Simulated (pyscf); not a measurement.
One hydrogen abstraction on the doublet surface with elements of a group swapped. ωB97M-D3(BJ)/def2-TZVP, eV, from the separated reactants. Single points on ωB97X-D3(BJ)/def2-SVP structures (PySCF, gas phase).

| step | barrier | reaction energy | imaginary mode (i cm⁻¹) |
|---|---|---|---|
| `[SiH3]` [doublet] + `[H][H]` → `[SiH4]` + `[H]` [doublet] | ? | ? | 1005 |
| `[GeH3]` [doublet] + `[H][H]` → `[GeH4]` + `[H]` [doublet] | 0.97 | +0.84 | 752 |

Task: Fill in the missing entries.

Result: 
- `[SiH3]` [doublet] + `[H][H]` → `[SiH4]` + `[H]` [doublet], barrier: 0.70
- `[SiH3]` [doublet] + `[H][H]` → `[SiH4]` + `[H]` [doublet], reaction energy: +0.48

Each row is the saddle that its search found. Elements up to Kr have no core potential and no relativistic terms here.
